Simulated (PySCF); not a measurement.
Gas-phase reaction: N2H2 + SiCl3NH2 + 2 SiH4 ⇌ 3 SiH2ClNH2

Method: PySCF energies plus ideal-gas RRHO corrections (1 bar). † marks an energy on the PBE0/def2-TZVP geometry and frequencies; other levels use their own. MP2 freezes the core. All species are closed-shell singlets. SiCl3NH2, SiH2ClNH2: computed as isolated molecules; such fragments, hydroxides, amides, oligomers or adducts are transient or little studied in the gas. MP2 isn't extrapolated to the basis-set limit; its ΔH°(298 K) is -343.4 kJ in def2-SVP and -400.0 kJ in def2-TZVPP. The harmonic model lacks anharmonicity and excited electronic states, which grow with temperature; levels with a mode under 35 cm⁻¹ are left out. Internal rotation in SiCl3NH2, SiH2ClNH2 is treated as a harmonic vibration of one conformer, which makes the entropy rough.

```
level               ΔE electronic, kJ  ΔH°(298 K), kJ  ΔS°(298 K), J/K  ΔG°(1000 K), kJ
------------------  -----------------  --------------  ---------------  ---------------
BLYP/def2-TZVP†                  -370            -343             -105             -243
M06-2X/def2-TZVP†                -428            -402             -105             -302
MP2/def2-TZVPP†                  -427            -400             -105             -300
PBE/def2-SVP                     -358            -331             -108             -228
PBE0/def2-QZVP†                  -420            -394             -105             -294
PBE0/def2-SVP†                   -383            -356             -105             -257
PBE0/def2-TZVP                   -411            -384             -105             -285
LDA/def2-TZVP†                   -440            -413             -105             -314
ωB97M-V/def2-TZVP†               -406            -379             -105             -280
ωB97X-V/def2-TZVP†               -401            -374             -105             -275
```
ΔH° is lowest at LDA/def2-TZVP† and highest at PBE/def2-SVP. No reference value is set beside these.
